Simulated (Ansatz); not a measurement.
LiF2⁻, relaxed as a singlet with RKS r2SCAN-D4/def2-TZVPD in Ansatz, starting from the GFN2-xTB geometry. Force threshold 0.02 eV/Å.

The structure comes from a short search, and lower isomers may exist.

Start:

```xyz
3

Li    0.001    0.001   -0.002
F     1.586    0.128    0.366
F    -1.586   -0.129   -0.365
```

| step | energy (eV) | largest force component (eV/Å) | SCF passes |
| --- | --- | --- | --- |
| 1 | -5643.0763 | 0.430 | 21 |
| 2 | -5643.0992 | 0.261 | 23 |
| 3 | -5643.1145 | 0.005 | 23 |

Force components are those of the run's own axes.

End:

```csv
atom,x (Å),y (Å),z (Å)
Li1,0.000,0.000,0.000
F2,1.646,0.133,0.379
F3,-1.646,-0.133,-0.379
```

By distances, no bond broke or formed. The bond that changes most is Li1–F2, from 1.63 to 1.69 Å (atoms count from 1).

No frequencies were taken in this run, so the end may be a saddle point.

Hardware: 4 threads of Arm Neoverse V2 on a shared host. Wall time 1.9 s.
